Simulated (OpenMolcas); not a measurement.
**doublet [BHF2]+ at 5 levels**

Wanted: a comparison of 5 runs (UHF/STO-3G, UHF/def2-TZVPP, UM06-2X/def2-TZVPP, UM06-L/def2-TZVPP, ROMP2/def2-TZVPP) of doublet [BHF2]+. 

The results are computed with OpenMolcas 26.06.

## Step 1: The structure to begin with

The species is [BHF2]+ (4 atoms), meant as a doublet with charge +1. SMILES of the parent species: `FBF`. The shape is that of a PBE0-D4/def2-TZVP optimisation. That shape belongs to the parent species and isn't relaxed for this state.

Bond lengths: F1–B2 1.313 Å, B2–F3 1.313 Å, B2–H4 1.191 Å. Angles: F1–B2–F3 118.1°, F1–B2–H4 121.0°, F3–B2–H4 121.0°.

## Step 2: A single-point energy at UHF/STO-3G (run 1)

The input, geom.xyz:

```xyz
4

F      1.154300     0.456900    -0.361900
B     -0.001900    -0.031000     0.025200
F     -1.095400     0.528700    -0.438900
H     -0.057000    -0.954600     0.775600
```

The input, calc.inp:

```
&gateway
  baslib
  $CurrDir
  coord
  geom.xyz
  basis
  STO-3G
  group
  NoSym

&seward

&scf
  uhf
  charge
  1
  spin
  2
  thresholds
  1e-10 1e-07 1e-07 1e-05
  prorbitals
  1
```

The basis set STO-3G is read from a file made from the Basis Set Exchange's data (not shown).

Run with:

```sh
$ export MOLCAS_MEM=1860
$ pymolcas calc.inp > calc.log
```

Standard output:

```text
--- Start Module: gateway ---
[...]
--- Stop Module: gateway /rc=_RC_ALL_IS_WELL_ ---
--- Start Module: seward ---
[...]
      Basis functions           16
--- Stop Module: seward /rc=_RC_ALL_IS_WELL_ ---
--- Start Module: scf ---
[...]
       Convergence after  29 Iterations
[...]
::    Total SCF energy                               -220.7279202269
[...]
      Total spin, S                                     0.5186277604
[...]
      Total electronic charge=   23.000000
      Total            charge=    1.000000
[...]
      Dipole Moment (debye):
      Origin of the operator (angstrom)=    0.0208    0.3483   -0.2830
                   X= -1.1356E-01               Y= -1.8844E+00               Z=  1.5311E+00           Total=  2.4307E+00
      Center of Charge (angstrom)
[...]
--- Stop Module: scf /rc=_RC_ALL_IS_WELL_ ---
[...]
```

It took 1.8 s on 1 thread of Arm Neoverse V2, shared host; peak memory 0.37 GiB.

## Step 3: A single-point energy at UHF/def2-TZVPP (run 2)

The input, job.inp:

```
* BF2H Hartree-Fock

&GATEWAY
 BasLib=$CurrDir
 Coord
 4
 angstrom
 F        1.154300       0.456900      -0.361900
 B       -0.001900      -0.031000       0.025200
 F       -1.095400       0.528700      -0.438900
 H       -0.057000      -0.954600       0.775600
 Basis=def2-TZVPP
 Group=NoSym

&SEWARD

&SCF
 UHF
 Charge=1
 Spin=2
 Thresholds=1e-10 1e-07 1e-07 1e-05
 PrOrbitals=1 2
```

The basis set def2-TZVPP is read from a file made from the Basis Set Exchange's data (not shown).

Run with:

```sh
$ export MOLCAS_MEM=1860
$ pymolcas job.inp > job.log
```

Standard output:

```text
--- Start Module: gateway ---
[...]
--- Stop Module: gateway /rc=_RC_ALL_IS_WELL_ ---
--- Start Module: seward ---
[...]
      Basis functions          107
--- Stop Module: seward /rc=_RC_ALL_IS_WELL_ ---
[...]
--- Start Module: scf ---
[...]
       Convergence after  32 Iterations
[...]
::    Total SCF energy                               -223.8478803909
[...]
      Total spin, S                                     0.5074289365
[...]
      Total electronic charge=   23.000000
      Total            charge=    1.000000
[...]
      Dipole Moment (debye):
      Origin of the operator (angstrom)=    0.0208    0.3483   -0.2830
                   X= -2.4320E-01               Y= -4.0679E+00               Z=  3.3052E+00           Total=  5.2470E+00
      Center of Charge (angstrom)
[...]
--- Stop Module: scf /rc=_RC_ALL_IS_WELL_ ---
[...]
```

It took 20 s on 1 thread of Arm Neoverse V2, shared host; peak memory 0.62 GiB.

## Step 4: A single-point energy at UM06-2X/def2-TZVPP (run 3)

The input, calc.input:

```
&GATEWAY
 BasLib
 $CurrDir
 Coord
 4
 bohr
 F      2.18131087     0.86341587    -0.68389188
 B     -0.00359048    -0.05858151     0.04762110
 F     -2.07000600     0.99909820    -0.82940080
 H     -0.10771439    -1.80393256     1.46567158
 Basis
 def2-TZVPP
 Group
 NoSym

&SEWARD
 GridInput
 Grid=UltraFine
 End of Grid

&SCF
 UHF
 Charge
 1
 Spin
 2
 KSDFT
 M062X
 Thresholds
 1e-10 1e-07 1e-07 1e-05
 PrOrbitals
 1 1
```

The basis set def2-TZVPP is read from a file made from the Basis Set Exchange's data (not shown).

Run with:

```sh
$ export MOLCAS_MEM=1860
$ pymolcas calc.input > calc.log
```

Standard output:

```text
--- Start Module: gateway ---
[...]
--- Stop Module: gateway /rc=_RC_ALL_IS_WELL_ ---
--- Start Module: seward ---
[...]
      Basis functions          107
--- Stop Module: seward /rc=_RC_ALL_IS_WELL_ ---
[...]
--- Start Module: scf ---
[...]
       Convergence after  18 Iterations
[...]
::    Total KS-DFT energy                            -224.7462577469
[...]
      Total spin, S                                     0.5041804418
[...]
      Total electronic charge=   23.000000
      Total            charge=    1.000000
[...]
      Dipole Moment (debye):
      Origin of the operator (angstrom)=    0.0208    0.3483   -0.2830
                   X= -1.8758E-01               Y= -3.1416E+00               Z=  2.5526E+00           Total=  4.0522E+00
      Center of Charge (angstrom)
[...]
--- Stop Module: scf /rc=_RC_ALL_IS_WELL_ ---
[...]
```

Run time: 56 s. Hardware: 1 thread of Arm Neoverse V2, shared host; peak memory 0.62 GiB.

Run 4 isn't shown in full; the table further down has it.

## Step 5: The energy at ROMP2/def2-TZVPP (run 5)

The input, run.input:

```
>>> EXPORT MOLCAS_PRINT=2

&gateway
  baslib=$CurrDir
  basisset
  F.def2-TZVPP....
  F1 1.154300 0.456900 -0.361900 angstrom
  F3 -1.095400 0.528700 -0.438900 angstrom
  End of Basis
  basisset
  B.def2-TZVPP....
  B2 -0.001900 -0.031000 0.025200 angstrom
  End of Basis
  basisset
  H.def2-TZVPP....
  H4 -0.057000 -0.954600 0.775600 angstrom
  End of Basis

&seward

&scf
  uhf
  charge=1
  spin=2
  thresholds=1e-10 1e-07 1e-07 1e-05
  prorbitals=0

&rasscf
  fileorb=$Project.UnaOrb
  spin=2
  nactel=1 0 0
  inactive=11
  ras2=1
  outorbitals=Canonical
  orblisting=NoCore

&caspt2
  ipea=0.0
  frozen=3
```

The basis set def2-TZVPP is read from a file made from the Basis Set Exchange's data (not shown).

Run with:

```sh
$ export MOLCAS_MEM=1860
$ pymolcas run.input > run.log
```

Standard output:

```text
--- Start Module: gateway ---
[...]
--- Stop Module: gateway /rc=_RC_ALL_IS_WELL_ ---
[...]
      Basis functions          107
[...]
       Convergence after  32 Iterations
[...]
::    Total SCF energy                               -223.8478803909
[...]
      Total spin, S                                     0.5074289365
[...]
--- Start Module: rasscf ---
[...]
      Number of active orbitals                  1
[...]
      Spin quantum number                      0.5
[...]
      Active orbitals                            1
[...]
      Number of CSFs                             1
[...]
      Number of root(s) required                 1
[...]
      Convergence after 12 iterations
[...]
      printout of CI-coefficients larger than  0.05 for root  1
      energy=    -223.843675
      conf/sym  1     Coeff  Weight
             1  u   1.00000 1.00000
      Natural orbitals and occupation numbers for root  1
      sym 1:   1.000000
      ************************************************************************************************************************
      *                                                    Final results                                                     *
[...]
::    RASSCF root number  1 Total energy:   -223.84367507
[...]
      Total electronic charge=   23.000000
      Total            charge=    1.000000
[...]
      Dipole Moment (debye):
      Origin of the operator (angstrom)=    0.0208    0.3483   -0.2830
                   X= -2.5808E-01               Y= -4.3130E+00               Z=  3.5044E+00           Total=  5.5632E+00
      Center of Charge (angstrom)
[...]
--- Stop Module: rasscf /rc=_RC_ALL_IS_WELL_ ---
[...]
--- Start Module: caspt2 ---
[...]
      E2 (Variational):          -0.5937840371
      Total energy:            -224.4374591078
[...]
      Reference weight:           0.88412
[...]
::    CASPT2 Root  1     Total energy:   -224.43745911
[...]
```

Wall time 31 s (1 thread of Arm Neoverse V2, shared host); peak memory 0.62 GiB.

## Step 6: All runs side by side

```csv
run,level,integration grid,frozen core orbitals,energy (Eh),HOMO energy (eV),LUMO energy (eV),⟨S²⟩,wall time
1,UHF/STO-3G,–,–,-220.727920,-20.75,-10.43,0.788,1.8 s
2,UHF/def2-TZVPP,–,–,-223.847880,-25.15,-13.05,0.765,20 s
3,UM06-2X/def2-TZVPP,UltraFine,–,-224.746258,-22.19,-16.31,0.758,56 s
4,UM06-L/def2-TZVPP,UltraFine,–,-224.809843,-18.90,-17.84,0.755,61 s
5,ROMP2/def2-TZVPP,–,3,-224.437459,–,–,–,31 s
```

## Step 7: Results

| quantity | value |
| --- | --- |
| run 5: total energy | -224.43746 Eh |

What this shows: Totals of different functionals can't be ranked against each other. In run 1 the basis is minimal, so the values are rough. All runs together took 2.8 min, the longest 61 s.
